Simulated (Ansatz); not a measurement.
**AlH₂F+ (doublet): from Hartree-Fock to the top rungs, def2-QZVPP**

The task here is to estimate one member of a computed series from the others.

Computed with Ansatz 0.2.0, Gaussian basis. Level: def2-QZVPP, core rule «outside noble gas», up to 6 orbitals frozen.

To be run: UHF; ROHF; CCSD(T) on UHF.

2 further runs of the same task are left out: 2 set aside as unsound or not needed.

## The system

The geometry is a PBE0/def2-TZVP stationary point (not a proven minimum) of the parent state, kept for this charge and spin.

4 atoms, charge 1, spin multiplicity 2.

Atoms are counted from 1 here; the program's logs count them from 0.

Bond lengths: Al1–F2 1.650 Å, Al1–H3 1.576 Å, Al1–H4 1.576 Å. Angles: F2–Al1–H3 117.0°, F2–Al1–H4 117.0°, H3–Al1–H4 126.0°.

The first run:

in.yaml

```yaml
crystal:
  periodic: [false, false, false]
  atoms:
    - {symbol: Al, position_ang: [0.000000, 0.000000, 0.623040]}
    - {symbol: F, position_ang: [0.000000, 0.000000, -1.026821]}
    - {symbol: H, position_ang: [0.000000, 1.404203, 1.338066]}
    - {symbol: H, position_ang: [0.000000, -1.404203, 1.338066]}
basis:
  gaussian: {orbitals: "def2-QZVPP.json"}
total_charge: 1
magnetization: {spin_polarized: true, initial_magnetization: 1}
hamiltonian: {xc: hf}
output: {orbitals: {seedname: orbitals}}
```

Launch:

```bash
> ansatz run in.yaml --threads 1 --pin off --events-out ev --progress --plain --max-ram 4096MiB --backend cpu
```

Steps of the session up to this table: UHF; ROHF; CCSD(T) on UHF.

One of the session's tables, all rows but one given; the rest of the session is left out.

```
  method  from UCCSD(T) (kcal/mol)
    ROHF                   +236.77
     UHF                         ?
    UMP2                    +14.58
   UCCSD                     +7.21
UCCSD(T)                         0
```

Q: Estimate the row for UHF from the others.

**Answer.** from UCCSD(T) (kcal/mol): +229.32. In the column «from UCCSD(T) (kcal/mol)» it lies between UMP2 (+14.58) and ROHF (+236.77).

The program flags UCCSD(T) as in doubt (see the logs), so the zero of the table is itself unsure.

Limits of these values: The report flags that the cluster equations may have other roots. The program flags UCCSD(T) as in doubt, so the zero of the table is itself unsure.
